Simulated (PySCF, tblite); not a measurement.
# AlH2Cl: protonation, part 2 of 2

tblite 0.8.0 and PySCF 2.14.0. Atoms count from 0. The steps go on from the part before.

## (10) Harmonic vibrations (AlH₃Cl+): PBE0-D3(BJ)/def2-SVP

Job settings and geometry (Å):

```
{"job": {"xc": "PBE0", "basis": "def2-SVP", "d3": "d3bj", "grid": 2, "kind": "hessian"}, "charge": 1, "multiplicity": 1}
Al    -0.225056     0.144879    -0.226131
Cl     2.078031     0.237286    -0.901112
H     -0.787253     1.481856    -0.794771
H     -0.367093    -1.205857     0.540170
H      2.565201    -0.874003    -0.423159
```

Log:

```text
coarse grid: 5112 points
cycle   1  E = -703.5486142155  dE =  1.759e-01  |g| = 2.211e-01  |ddm| = 1.903e+00
cycle   2  E = -703.5641465931  dE = -1.553e-02  |g| = 1.231e-01  |ddm| = 6.102e-01
cycle   3  E = -703.5691574598  dE = -5.011e-03  |g| = 2.114e-02  |ddm| = 1.858e-01
cycle   4  E = -703.5692752208  dE = -1.178e-04  |g| = 4.561e-03  |ddm| = 2.990e-02
cycle   5  E = -703.5692808492  dE = -5.628e-06  |g| = 9.262e-04  |ddm| = 6.576e-03
final grid: 39752 points
cycle   6  E = -703.6474851654  dE = -3.191e-06  |g| = 2.120e-03  |ddm| = 7.141e-03
cycle   7  E = -703.6474854871  dE = -3.217e-07  |g| = 1.821e-03  |ddm| = 4.724e-03
cycle   8  E = -703.6474863497  dE = -8.626e-07  |g| = 6.972e-05  |ddm| = 2.169e-03
cycle   9  E = -703.6474863511  dE = -1.395e-09  |g| = 1.298e-05  |ddm| = 7.576e-05
cycle  10  E = -703.6474863512  dE = -4.843e-11  |g| = 1.543e-06  |ddm| = 1.453e-05
converged SCF energy = -703.6474863512

mode    cm-1
  1     269.4
  2     291.8
  3     381.2
  4     569.5
  5     622.7
  6     665.5
  7    2033.5
  8    2109.8
  9    2863.1
ZPE 58.656  H(298)-E 72.962  G(298)-E -9.836 kJ/mol  S 277.71 J/(mol K)
```

It took 11 s on 1 thread of AMD EPYC 7B13, shared host; peak memory 0.69 GiB.

Zero-point energy 58.66 kJ/mol (xTB gave 52.04).

## (11) Single point (AlH3Cl+): M06-2X/def2-TZVP

Geometry: PBE0-D3(BJ)/def2-SVP.

Job settings and geometry (Å):

```
{"job": {"kind": "sp", "xc": "M06-2X", "basis": "def2-TZVP", "grid": 3}, "charge": 1, "multiplicity": 1}
Al    -0.225056     0.144879    -0.226131
Cl     2.078031     0.237286    -0.901112
H     -0.787253     1.481856    -0.794771
H     -0.367093    -1.205857     0.540170
H      2.565201    -0.874003    -0.423159
```

Log:

```text
coarse grid: 20088 points
cycle   1  E = -704.0892902015  dE =  1.905e-01  |g| = 2.569e-01  |ddm| = 1.490e+00
cycle   2  E = -704.1119583484  dE = -2.267e-02  |g| = 1.334e-01  |ddm| = 4.495e-01
cycle   3  E = -704.1158903682  dE = -3.932e-03  |g| = 2.332e-02  |ddm| = 1.059e-01
cycle   4  E = -704.1160116910  dE = -1.213e-04  |g| = 6.413e-03  |ddm| = 2.388e-02
cycle   5  E = -704.1160194242  dE = -7.733e-06  |g| = 2.060e-03  |ddm| = 6.254e-03
final grid: 67488 points
cycle   6  E = -704.1164779179  dE = -3.778e-06  |g| = 1.015e-03  |ddm| = 5.622e-03
cycle   7  E = -704.1164780133  dE = -9.535e-08  |g| = 4.317e-04  |ddm| = 7.040e-04
cycle   8  E = -704.1164780370  dE = -2.369e-08  |g| = 6.232e-05  |ddm| = 2.921e-04
cycle   9  E = -704.1164780380  dE = -1.055e-09  |g| = 1.931e-05  |ddm| = 6.116e-05
converged SCF energy = -704.1164780380
```

Wall time 2 s (1 thread of AMD EPYC 7B13, shared host).

## (12) Protonation: M06-2X/def2-TZVP

This step combines the energies above: geometries from PBE0-D3(BJ)/def2-SVP, zero-point and thermal terms from PBE0-D3(BJ)/def2-SVP.

Job settings and geometry (Å):

```
{"job": {"kind": "pa", "geom": {"xc": "PBE0", "basis": "def2-SVP", "d3": "d3bj", "grid": 1}, "hess": 1, "level": {"xc": "M06-2X", "basis": "def2-TZVP", "grid": 3}}, "charge": 0, "multiplicity": 1}
Al    -0.158780     0.017671    -0.202552
Cl     1.914281    -0.176188    -0.520862
H     -0.844163     1.363813    -0.663452
H     -0.904516    -1.196043     0.478133
```

Output (the driver's rows laid out field by field):

```text
protonation site by site, M06-2X/def2-TZVP // PBE0-D3(BJ)/def2-SVP

row 1
  formula                 AlClH3
  charge                  1
  multiplicity            1
  smiles                  [AlH2][ClH+]
  kept                    yes
  pieces                  1
  point_group             Cs
  atom                    1
  element                 Cl
  electronic              667.99
  enthalpy                651.26
  free_energy             626.17
  share_gas               1.0
```

It took 38 s on 1 thread of AMD EPYC 7B13, shared host.

Energy given off on adding a proton (kJ/mol, gas phase, 298 K for the thermal columns):

| site | product | electronic | enthalpy | free energy |
| --- | --- | --- | --- | --- |
| Cl1 | [AlH2][ClH+] | 668.0 | 651.3 | 626.2 |

## (13) Single point (AlH2Cl): wavefunction

Geometry: PBE0-D3(BJ)/def2-SVP.

Job settings and geometry (Å):

```
{"job": {"kind": "sp", "xc": "CCSD(T)", "basis": "ma-def2-TZVP", "grid": 2}, "charge": 0, "multiplicity": 1}
Al    -0.158780     0.017671    -0.202552
Cl     1.914281    -0.176188    -0.520862
H     -0.844163     1.363813    -0.663452
H     -0.904516    -1.196043     0.478133
```

Level: wavefunction single point, frozen core, gas phase.

Log:

```text
final grid: 34384 points
cycle   1  E = -702.6311834453  dE = -1.889e-01  |g| = 2.666e-01  |ddm| = 1.393e+00
cycle   2  E = -702.6589094894  dE = -2.773e-02  |g| = 1.110e-01  |ddm| = 3.927e-01
cycle   3  E = -702.6620310750  dE = -3.122e-03  |g| = 2.450e-02  |ddm| = 1.123e-01
cycle   4  E = -702.6623304865  dE = -2.994e-04  |g| = 4.804e-03  |ddm| = 4.167e-02
cycle   5  E = -702.6623429007  dE = -1.241e-05  |g| = 8.147e-04  |ddm| = 8.805e-03
cycle   6  E = -702.6623433969  dE = -4.962e-07  |g| = 2.669e-04  |ddm| = 1.568e-03
cycle   7  E = -702.6623434580  dE = -6.109e-08  |g| = 6.454e-05  |ddm| = 6.101e-04
cycle   8  E = -702.6623434610  dE = -2.965e-09  |g| = 1.415e-05  |ddm| = 1.406e-04
converged SCF energy = -702.6623434610
E(HF, exact integrals) = -702.6623690372
E(MP2) = -702.9241994418
E(CCSD) = -702.9574416938
E(CCSD(T)) = -702.9677917836
T1 diagnostic = 0.0086
```

It took 6.9 s on 1 thread of AMD EPYC 7B13, shared host; peak memory 0.54 GiB.

## (14) Single point (AlH₃Cl+): wavefunction

Geometry: PBE0-D3(BJ)/def2-SVP.

Job settings and geometry (Å):

```
{"job": {"kind": "sp", "xc": "CCSD(T)", "basis": "ma-def2-TZVP", "grid": 2}, "charge": 1, "multiplicity": 1}
Al    -0.225056     0.144879    -0.226131
Cl     2.078031     0.237286    -0.901112
H     -0.787253     1.481856    -0.794771
H     -0.367093    -1.205857     0.540170
H      2.565201    -0.874003    -0.423159
```

Method: wavefunction single point, frozen core, gas phase.

Log:

```text
final grid: 39752 points
cycle   1  E = -702.8704714375  dE =  1.062e-01  |g| = 3.142e-01  |ddm| = 1.464e+00
cycle   2  E = -702.9150135700  dE = -4.454e-02  |g| = 9.927e-02  |ddm| = 3.851e-01
cycle   3  E = -702.9181811220  dE = -3.168e-03  |g| = 2.788e-02  |ddm| = 9.169e-02
cycle   4  E = -702.9186304306  dE = -4.493e-04  |g| = 6.563e-03  |ddm| = 4.003e-02
cycle   5  E = -702.9186599925  dE = -2.956e-05  |g| = 1.533e-03  |ddm| = 1.117e-02
cycle   6  E = -702.9186613870  dE = -1.395e-06  |g| = 5.386e-04  |ddm| = 2.076e-03
cycle   7  E = -702.9186615401  dE = -1.530e-07  |g| = 6.673e-05  |ddm| = 8.865e-04
cycle   8  E = -702.9186615432  dE = -3.128e-09  |g| = 1.121e-05  |ddm| = 1.316e-04
converged SCF energy = -702.9186615432
E(HF, exact integrals) = -702.9186851918
E(MP2) = -703.1779051475
E(CCSD) = -703.2156876867
E(CCSD(T)) = -703.2252434093
T1 diagnostic = 0.0083
```

Run time: 8.7 s. Hardware: 1 thread of AMD EPYC 7B13, shared host; peak memory 0.69 GiB.

## (15) Protonation: CCSD(T)/ma-def2-TZVP

This step combines the energies above: geometries from PBE0-D3(BJ)/def2-SVP, zero-point and thermal terms from PBE0-D3(BJ)/def2-SVP.

Job settings and geometry (Å):

```
{"job": {"kind": "pa", "geom": {"xc": "PBE0", "basis": "def2-SVP", "d3": "d3bj", "grid": 1}, "hess": 1, "level": {"xc": "CCSD(T)", "basis": "ma-def2-TZVP"}}, "charge": 0, "multiplicity": 1}
Al    -0.158780     0.017671    -0.202552
Cl     1.914281    -0.176188    -0.520862
H     -0.844163     1.363813    -0.663452
H     -0.904516    -1.196043     0.478133
```

Output (the driver's rows laid out field by field):

```text
protonation site by site, CCSD(T)/ma-def2-TZVP // PBE0-D3(BJ)/def2-SVP

row 1
  formula                 AlClH3
  charge                  1
  multiplicity            1
  smiles                  [AlH2][ClH+]
  kept                    yes
  pieces                  1
  point_group             Cs
  atom                    1
  element                 Cl
  electronic              675.94
  enthalpy                659.21
  free_energy             634.12
  share_gas               1.0
```

It took 16 s on 1 thread of AMD EPYC 7B13, shared host; peak memory 0.69 GiB.

Energy given off on adding a proton (kJ/mol, gas phase, 298 K for the thermal columns):

| site | product | electronic | enthalpy | free energy |
| --- | --- | --- | --- | --- |
| Cl1 | [AlH2][ClH+] | 675.9 | 659.2 | 634.1 |

## (16) Single point (AlH₂Cl): wavefunction

Geometry: PBE0-D3(BJ)/def2-SVP.

Job settings and geometry (Å):

```
{"job": {"kind": "sp", "xc": "MP2", "basis": "ma-def2-TZVP", "grid": 2}, "charge": 0, "multiplicity": 1}
Al    -0.158780     0.017671    -0.202552
Cl     1.914281    -0.176188    -0.520862
H     -0.844163     1.363813    -0.663452
H     -0.904516    -1.196043     0.478133
```

Level: wavefunction single point, frozen core, gas phase.

Log:

```text
final grid: 34384 points
cycle   1  E = -702.6311834453  dE = -1.889e-01  |g| = 2.666e-01  |ddm| = 1.393e+00
cycle   2  E = -702.6589094894  dE = -2.773e-02  |g| = 1.110e-01  |ddm| = 3.927e-01
cycle   3  E = -702.6620310750  dE = -3.122e-03  |g| = 2.450e-02  |ddm| = 1.123e-01
cycle   4  E = -702.6623304865  dE = -2.994e-04  |g| = 4.804e-03  |ddm| = 4.167e-02
cycle   5  E = -702.6623429007  dE = -1.241e-05  |g| = 8.147e-04  |ddm| = 8.805e-03
cycle   6  E = -702.6623433969  dE = -4.962e-07  |g| = 2.669e-04  |ddm| = 1.568e-03
cycle   7  E = -702.6623434580  dE = -6.109e-08  |g| = 6.454e-05  |ddm| = 6.101e-04
cycle   8  E = -702.6623434610  dE = -2.965e-09  |g| = 1.415e-05  |ddm| = 1.406e-04
converged SCF energy = -702.6623434610
E(HF, exact integrals) = -702.6623690372
E(MP2) = -702.9241994161
```

It took 1.2 s on 1 thread of AMD EPYC 7B13, shared host.

## (17) Single point (AlH₃Cl+): wavefunction

Geometry: PBE0-D3(BJ)/def2-SVP.

Job settings and geometry (Å):

```
{"job": {"kind": "sp", "xc": "MP2", "basis": "ma-def2-TZVP", "grid": 2}, "charge": 1, "multiplicity": 1}
Al    -0.225056     0.144879    -0.226131
Cl     2.078031     0.237286    -0.901112
H     -0.787253     1.481856    -0.794771
H     -0.367093    -1.205857     0.540170
H      2.565201    -0.874003    -0.423159
```

Method: wavefunction single point, frozen core, gas phase.

Log:

```text
final grid: 39752 points
cycle   1  E = -702.8704714375  dE =  1.062e-01  |g| = 3.142e-01  |ddm| = 1.464e+00
cycle   2  E = -702.9150135700  dE = -4.454e-02  |g| = 9.927e-02  |ddm| = 3.851e-01
cycle   3  E = -702.9181811220  dE = -3.168e-03  |g| = 2.788e-02  |ddm| = 9.169e-02
cycle   4  E = -702.9186304306  dE = -4.493e-04  |g| = 6.563e-03  |ddm| = 4.003e-02
cycle   5  E = -702.9186599925  dE = -2.956e-05  |g| = 1.533e-03  |ddm| = 1.117e-02
cycle   6  E = -702.9186613870  dE = -1.395e-06  |g| = 5.386e-04  |ddm| = 2.076e-03
cycle   7  E = -702.9186615401  dE = -1.530e-07  |g| = 6.673e-05  |ddm| = 8.865e-04
cycle   8  E = -702.9186615432  dE = -3.128e-09  |g| = 1.121e-05  |ddm| = 1.316e-04
converged SCF energy = -702.9186615432
E(HF, exact integrals) = -702.9186851918
E(MP2) = -703.1779051231
```

Run time: 1.4 s. Hardware: 1 thread of AMD EPYC 7B13, shared host.

## (18) Protonation: MP2/ma-def2-TZVP

This step combines the energies above: geometries from PBE0-D3(BJ)/def2-SVP, zero-point and thermal terms from PBE0-D3(BJ)/def2-SVP.

Job settings and geometry (Å):

```
{"job": {"kind": "pa", "geom": {"xc": "PBE0", "basis": "def2-SVP", "d3": "d3bj", "grid": 1}, "hess": 1, "level": {"xc": "MP2", "basis": "ma-def2-TZVP"}}, "charge": 0, "multiplicity": 1}
Al    -0.158780     0.017671    -0.202552
Cl     1.914281    -0.176188    -0.520862
H     -0.844163     1.363813    -0.663452
H     -0.904516    -1.196043     0.478133
```

Output (the driver's rows laid out field by field):

```text
protonation site by site, MP2/ma-def2-TZVP // PBE0-D3(BJ)/def2-SVP

row 1
  formula                 AlClH3
  charge                  1
  multiplicity            1
  smiles                  [AlH2][ClH+]
  kept                    yes
  pieces                  1
  point_group             Cs
  atom                    1
  element                 Cl
  electronic              666.1
  enthalpy                649.38
  free_energy             624.29
  share_gas               1.0
```

It took 2.7 s on 1 thread of AMD EPYC 7B13, shared host.

Energy given off on adding a proton (kJ/mol, gas phase, 298 K for the thermal columns):

| site | product | electronic | enthalpy | free energy |
| --- | --- | --- | --- | --- |
| Cl1 | [AlH2][ClH+] | 666.1 | 649.4 | 624.3 |

## (19) Single point (AlH₂Cl): HF/ma-def2-TZVP

Geometry: PBE0-D3(BJ)/def2-SVP.

Job settings and geometry (Å):

```
{"job": {"kind": "sp", "xc": "HF", "basis": "ma-def2-TZVP", "grid": 2}, "charge": 0, "multiplicity": 1}
Al    -0.158780     0.017671    -0.202552
Cl     1.914281    -0.176188    -0.520862
H     -0.844163     1.363813    -0.663452
H     -0.904516    -1.196043     0.478133
```

Log:

```text
final grid: 34384 points
cycle   1  E = -702.6311834453  dE = -1.889e-01  |g| = 2.666e-01  |ddm| = 1.393e+00
cycle   2  E = -702.6589094894  dE = -2.773e-02  |g| = 1.110e-01  |ddm| = 3.927e-01
cycle   3  E = -702.6620310750  dE = -3.122e-03  |g| = 2.450e-02  |ddm| = 1.123e-01
cycle   4  E = -702.6623304865  dE = -2.994e-04  |g| = 4.804e-03  |ddm| = 4.167e-02
cycle   5  E = -702.6623429007  dE = -1.241e-05  |g| = 8.147e-04  |ddm| = 8.805e-03
cycle   6  E = -702.6623433969  dE = -4.962e-07  |g| = 2.669e-04  |ddm| = 1.568e-03
cycle   7  E = -702.6623434580  dE = -6.109e-08  |g| = 6.454e-05  |ddm| = 6.101e-04
cycle   8  E = -702.6623434610  dE = -2.965e-09  |g| = 1.415e-05  |ddm| = 1.406e-04
converged SCF energy = -702.6623434610
```

Run time: 0.27 s. Hardware: 1 thread of AMD EPYC 7B13, shared host.

## (20) Single point (AlH3Cl+): HF/ma-def2-TZVP

Geometry: PBE0-D3(BJ)/def2-SVP.

Job settings and geometry (Å):

```
{"job": {"kind": "sp", "xc": "HF", "basis": "ma-def2-TZVP", "grid": 2}, "charge": 1, "multiplicity": 1}
Al    -0.225056     0.144879    -0.226131
Cl     2.078031     0.237286    -0.901112
H     -0.787253     1.481856    -0.794771
H     -0.367093    -1.205857     0.540170
H      2.565201    -0.874003    -0.423159
```

Log:

```text
final grid: 39752 points
cycle   1  E = -702.8704714375  dE =  1.062e-01  |g| = 3.142e-01  |ddm| = 1.464e+00
cycle   2  E = -702.9150135700  dE = -4.454e-02  |g| = 9.927e-02  |ddm| = 3.851e-01
cycle   3  E = -702.9181811220  dE = -3.168e-03  |g| = 2.788e-02  |ddm| = 9.169e-02
cycle   4  E = -702.9186304306  dE = -4.493e-04  |g| = 6.563e-03  |ddm| = 4.003e-02
cycle   5  E = -702.9186599925  dE = -2.956e-05  |g| = 1.533e-03  |ddm| = 1.117e-02
cycle   6  E = -702.9186613870  dE = -1.395e-06  |g| = 5.386e-04  |ddm| = 2.076e-03
cycle   7  E = -702.9186615401  dE = -1.530e-07  |g| = 6.673e-05  |ddm| = 8.865e-04
cycle   8  E = -702.9186615432  dE = -3.128e-09  |g| = 1.121e-05  |ddm| = 1.316e-04
converged SCF energy = -702.9186615432
```

It took 0.34 s on 1 thread of AMD EPYC 7B13, shared host.

## (21) Protonation: HF/ma-def2-TZVP

This step combines the energies above: geometries from PBE0-D3(BJ)/def2-SVP, zero-point and thermal terms from PBE0-D3(BJ)/def2-SVP.

Job settings and geometry (Å):

```
{"job": {"kind": "pa", "geom": {"xc": "PBE0", "basis": "def2-SVP", "d3": "d3bj", "grid": 1}, "hess": 1, "level": {"xc": "HF", "basis": "ma-def2-TZVP"}}, "charge": 0, "multiplicity": 1}
Al    -0.158780     0.017671    -0.202552
Cl     1.914281    -0.176188    -0.520862
H     -0.844163     1.363813    -0.663452
H     -0.904516    -1.196043     0.478133
```

Output (the driver's rows laid out field by field):

```text
protonation site by site, HF/ma-def2-TZVP // PBE0-D3(BJ)/def2-SVP

row 1
  formula                 AlClH3
  charge                  1
  multiplicity            1
  smiles                  [AlH2][ClH+]
  kept                    yes
  pieces                  1
  point_group             Cs
  atom                    1
  element                 Cl
  electronic              672.96
  enthalpy                656.24
  free_energy             631.15
  share_gas               1.0
```

Run time: 0.73 s. Hardware: 1 thread of AMD EPYC 7B13, shared host.

Energy given off on adding a proton (kJ/mol, gas phase, 298 K for the thermal columns):

| site | product | electronic | enthalpy | free energy |
| --- | --- | --- | --- | --- |
| Cl1 | [AlH2][ClH+] | 673.0 | 656.2 | 631.1 |

## (22) Results

This closing draws on all 2 parts.

| quantity | value |
| --- | --- |
| strongest single infrared mode (GFN2-xTB) | 812 cm⁻¹, 511 km/mol |
| zero-point energy (GFN2-xTB) | 8.7 kcal/mol |
| point group | C2v |
| rotational constants (main isotopes) | 127.60, 6.76, 6.42 GHz |
| surface potential, least and greatest | -0.54 V and 3.80 V |
| proton affinity (−ΔH), Cl1 (M06-2X/def2-TZVP) | 651.3 kJ/mol |
| proton affinity (−ΔH), Cl1 (CCSD(T)/ma-def2-TZVP) | 659.2 kJ/mol |
| proton affinity (−ΔH), Cl1 (MP2/ma-def2-TZVP) | 649.4 kJ/mol |
| proton affinity (−ΔH), Cl1 (HF/ma-def2-TZVP) | 656.2 kJ/mol |

**Reading.** All 6 modes are real, so the xTB geometry is a minimum. The strongest single mode, at 812 cm⁻¹, moves mainly H3 and H2. GFN2-xTB is a fitted tight-binding method: band positions and strengths are rough. Its intensities can rank the bands wrongly. Relaxing lowered the energy by 0.139 eV in 3 steps; the close pair that moved most is Al0–Cl1, from 2.014 to 2.106 Å (PBE0/def2-SVP). By nearest atom (M06-2X/def2-TZVP), the HOMO sits on Cl1 32 %; H2, H3 about 31 % each and the LUMO on Al0 53 %; H2, H3 about 19 % each. The proton affinity (−ΔH) at Cl1 is 651.3 kJ/mol at M06-2X/def2-TZVP; zero-point and thermal terms move it by -16.7 kJ/mol from the electronic value.
